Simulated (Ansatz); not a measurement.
System: rhombohedral A7 Bi. Method: PBEsol-D3(BJ) (Ansatz, a program for electronic structure, PAW).

Numerical settings: plane-wave cutoff 520 eV, 16×16×16 k mesh, Fermi–Dirac smearing 0.05 eV, scalar-relativistic PAW data made under PBE.

Response to compression and expansion:

Shape and atoms are relaxed at each volume.

```json
[
 {"V (Å³/atom)": "31.271", "P (GPa)": "2.17", "c (Å)": "11.041", "a (Å)": "4.430"},
 {"V (Å³/atom)": "31.922", "P (GPa)": "1.01", "c (Å)": "11.166", "a (Å)": "4.450"},
 {"V (Å³/atom)": "32.574", "P (GPa)": "-0.01", "c (Å)": "11.283", "a (Å)": "4.472"},
 {"V (Å³/atom)": "33.225", "P (GPa)": "-0.89", "c (Å)": "11.406", "a (Å)": "4.492"},
 {"V (Å³/atom)": "33.877", "P (GPa)": "-1.65", "c (Å)": "11.538", "a (Å)": "4.510"}
]
```

Note: the bulk modulus comes from volumes at which shape and atoms were relaxed.
